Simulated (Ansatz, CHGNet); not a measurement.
Elastic constant C66 (GPa) of solids drawn from the class of elemental solids other than molecular ones, at two levels: the machine-learned potential CHGNet-r²SCAN (trained on r²SCAN data), and r²SCAN in Ansatz (PAW).

```csv
solid,CHGNet-r²SCAN,r²SCAN,shift (%)
hcp Zr,8.31,44.1,+431
hcp Tl,2.24,1.73,-23
hcp Ti,16.1,49.2,+206
hcp Y,2.61,23.9,+816
hcp Sc,6.76,28.4,+320
hcp Os,71.2,273,+283
hcp Mg,8.35,23.1,+177
hcp Be,30.6,160,+423
hcp Cd,1.64,43.6,+2559
```

The shifts run from -23 % to +2559 %, with a median of +320 %.

Over all 9 rows r²SCAN is the larger in 8.

Ansatz's runs of these crystals have no spin polarisation. A magnetic state wasn't tried for hcp Ti, hcp Y, hcp Sc with meta-GGA or hybrid levels, which favour moments.

Spin–orbit coupling is left out, also for the solids with elements from indium on (hcp Tl, hcp Os); its size isn't shown.

Each level is taken at its own relaxed cell. Ansatz's density-functional and Hartree–Fock values are scalar-relativistic unless marked +SOC, with PAW data made under PBE.

Ansatz is a quantum-chemistry and plane-wave program.
